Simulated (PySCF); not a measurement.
Ligands exchanged one at a time, Al F-NH2. Gas-phase values, no solvent. Strings in code marks are SMILES.

All values below come from B3LYP-D3(BJ)/def2-TZVP in PySCF. All candidates: neutral, multiplicity 1. B3LYP has the VWN-RPA correlation part, as in Gaussian. Delta-SCF ions had no search for a lower state. 

```json
{
 "LUMO": "-1.92 eV",
 "HOMO": "-11.41 eV",
 "vertical ionisation energy (Delta-SCF)": "14.32 eV"
}
```

**Question.** Name which member has these values.
A) `[NH2][Al]([F])[F]`
B) `[NH2][Al]([NH2])[NH2]`
C) `[NH2][Al]([NH2])[F]`
D) `[F][Al]([F])[F]`

**Answer.** D, `[F][Al]([F])[F]`. The others give `[NH2][Al]([NH2])[F]`: -0.42 eV, -6.93 eV, 9.36 eV; `[NH2][Al]([NH2])[NH2]`: -0.02 eV, -6.45 eV, 8.72 eV; `[NH2][Al]([F])[F]`: -1.04 eV, -7.78 eV, 10.78 eV
